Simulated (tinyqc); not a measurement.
Worked calculation: Pariser-Parr-Pople SCF with singles CI, for the molecule O=CC(=O)O (SMILES; centres numbered as the heavy atoms are written). Computed by tinyqc, a small Python program that keeps every step. Settings: charge = 0, gamma = Ohno, start = huckel, damping = 0, iteration cap = 86, excitations kept = 4. Command: `OMP_NUM_THREADS=1 python tinyqc.py 20240 20241 out.jsonl` (the two numbers bound the seeds that draw the settings). One thread of a shared host (Intel(R) Xeon(R) Processor @ 2.60GHz), about 0.01 s of CPU time with the checks. Later iterations appear only in the table of the cycle.

## PPP integrals

Centres (angstrom, eV; a flat drawing with bonds scaled to 1.40 angstrom):

| centre | x | y | core charge z | W | gamma_rr |
|---|---|---|---|---|---|
| 1O | -1.9400 | 0.0000 | 1 | 15.3200 | 16.2300 |
| 2C | -0.7270 | -0.7000 | 1 | 12.5500 | 10.9300 |
| 3C | 0.4850 | 0.0000 | 1 | 12.5500 | 10.9300 |
| 4O | 0.4850 | 1.4000 | 1 | 15.3200 | 16.2300 |
| 5O | 1.6970 | -0.7000 | 2 | 30.3000 | 22.9500 |

Resonance integrals (eV):

| i | j | beta |
|---|---|---|
| 1 | 2 | -2.5100 |
| 2 | 3 | -2.3900 |
| 3 | 4 | -2.5100 |
| 3 | 5 | -2.3700 |

Ohno: gamma = 14.399645/sqrt(R^2 + a^2), a = 2 x 14.399645/(gamma_rr + gamma_ss); H_rr = -W_r - sum_(s != r) z_s gamma_rs; H_rs = beta for bonds.

repulsion gamma_rs (eV), lower triangle:
```
         1O       2C       3C       4O       5O
1O  16.2300
2C   8.1973  10.9300
3C   5.4406   7.4915  10.9300
4O   4.9023   5.4413   8.1992  16.2300
5O   3.8135   5.6058   8.7935   5.6834  22.9500
```

core matrix H (eV), lower triangle:
```
          1O        2C        3C        4O        5O
1O  -41.4872
2C   -2.5100  -44.8916
3C    0.0000   -2.3900  -51.2683
4O    0.0000    0.0000   -2.5100  -45.2296
5O    0.0000    0.0000   -2.3700    0.0000  -54.1962
```

## Starting guess

pi electrons, sum of z_r less the charge = 6

Orbitals of the Hueckel matrix of the beta values.

P at the start, lower triangle:
```
         1O      2C      3C       4O      5O
1O   1.0000
2C   0.9282  1.0000
3C   0.0000  0.3721  1.0000
4O  -0.2705  0.0000  0.6749   1.4713
5O  -0.2554  0.0000  0.6372  -0.4992  1.5287
```

## Iteration 1: Fock matrix

F_rr = H_rr + P_rr gamma_rr / 2 + sum_(s != r) P_ss gamma_rs; F_rs = H_rs - P_rs gamma_rs / 2; E = tr P (H + F) / 2 + core repulsion sum_(r<s) z_r z_s gamma_rs.

F (eV), lower triangle:
```
         1O       2C       3C       4O        5O
1O  -6.6918
2C  -6.3144  -7.1625
3C   0.0000  -3.7837  -7.3651
4O   0.6631   0.0000  -5.2768  -6.0589
5O   0.4871   0.0000  -5.1718   1.4185  -10.0798
```

pi energy = -100.3893 eV

## Iteration 1: orbitals and new P

Diagonalise F (the basis is taken as orthonormal) and form P = 2 sum c c over the lowest orbitals.

orbital energies (eV): -16.0366  -12.7448  -9.3500  -1.0717  1.8450

P after iteration 1, lower triangle:
```
         1O       2C      3C       4O      5O
1O   0.9819
2C   0.9446   1.0306
3C  -0.0348   0.3240  1.0829
4O  -0.2936   0.0194  0.7844   1.2262
5O  -0.1410  -0.0367  0.5211  -0.4969  1.6784
```

## Iteration 2: Fock matrix

As before.

F (eV), lower triangle:
```
         1O       2C       3C       4O       5O
1O  -6.7676
2C  -6.3818  -7.0172
3C   0.0947  -3.6037  -7.4745
4O   0.7197  -0.0527  -5.7258  -6.4397
5O   0.2689   0.1028  -4.6613   1.4121  -8.9230
```

pi energy = -100.8548 eV

## Iteration 2: orbitals and new P

As before.

orbital energies (eV): -15.6674  -12.5226  -9.3134  -1.0174  1.8990

P after iteration 2, lower triangle:
```
         1O       2C      3C       4O      5O
1O   0.9971
2C   0.9511   1.0186
3C  -0.0380   0.3038  1.0962
4O  -0.2813   0.0305  0.7854   1.2187
5O  -0.1219  -0.0428  0.5292  -0.5052  1.6694
```

## Convergence

Stop when output and input P, before any damping, agree to 1e-7.

Course of the cycle:

| iteration | E (eV) | largest \|P(out) - P(in)\| |
|---|---|---|
| 1 | -100.389254 | 2.45e-01 |
| 2 | -100.854806 | 2.02e-02 |
| 3 | -100.870260 | 8.51e-03 |
| 4 | -100.872623 | 3.56e-03 |
| 5 | -100.873001 | 1.49e-03 |
| 6 | -100.873063 | 6.27e-04 |
| 7 | -100.873073 | 2.65e-04 |
| 8 | -100.873075 | 1.13e-04 |
| 9 | -100.873075 | 4.84e-05 |
| 10 | -100.873075 | 2.11e-05 |
| 11 | -100.873075 | 9.91e-06 |
| 12 | -100.873075 | 4.87e-06 |
| 13 | -100.873075 | 2.43e-06 |
| 14 | -100.873075 | 1.22e-06 |
| 15 | -100.873075 | 6.24e-07 |
| 16 | -100.873075 | 3.21e-07 |
| 17 | -100.873075 | 1.66e-07 |
| 18 | -100.873075 | 8.68e-08 |

Converged in 18 iterations.

## Converged orbitals

Charges are z - P_rr.

orbital energies (eV): -15.6666  -12.5344  -9.3628  -0.9418  1.8767

coefficients:
```
       MO1      MO2      MO3      MO4      MO5
1O  0.3057   0.6315   0.0938   0.6306   0.3183
2C  0.4822   0.5239  -0.0068  -0.5188  -0.4731
3C  0.6541  -0.3278  -0.1319  -0.2766   0.6090
4O  0.3313  -0.2797  -0.6469   0.4409  -0.4462
5O  0.3693  -0.3755   0.7452   0.2497  -0.3240
```

pi charges: 1O -0.0022, 2C -0.0142, 3C -0.1053, 4O -0.2129, 5O 0.3346

## Singles CI, singlets

Over the 4 single excitations with the smallest orbital gaps: A = (e_a - e_i) delta + 2 (ia|jb) - (ij|ab), with (pq|rs) = sum c_mp c_mq gamma_mn c_nr c_ns. f = 2/3 w |mu|^2 in atomic units, mu = sqrt2 sum c_ia sum_m c_mi c_ma R_m.

singlet CI matrix (eV), lower triangle:
```
         3>4     3>5     2>4     2>5
3>4   4.5359
3>5  -0.8227  6.6376
2>4  -0.1333  0.2922  6.7167
2>5  -0.1975  0.1216  0.1001  8.6136
```

singlet excitation energies (eV): 4.2468  6.4834  7.1267  8.6468

oscillator strengths: 0.0734  0.3037  1.0936  0.2233

## Singles CI, triplets

Over the 4 single excitations with the smallest orbital gaps: A = (e_a - e_i) delta - (ij|ab), with (pq|rs) = sum c_mp c_mq gamma_mn c_nr c_ns.

triplet CI matrix (eV), lower triangle:
```
         3>4      3>5      2>4     2>5
3>4   1.5846
3>5   2.4159   2.7454
2>4  -0.5103  -0.2800   3.0137
2>5  -0.2800   0.0478  -0.9798  6.7380
```

triplet excitation energies (eV): -0.3502  2.6457  4.8013  6.9849
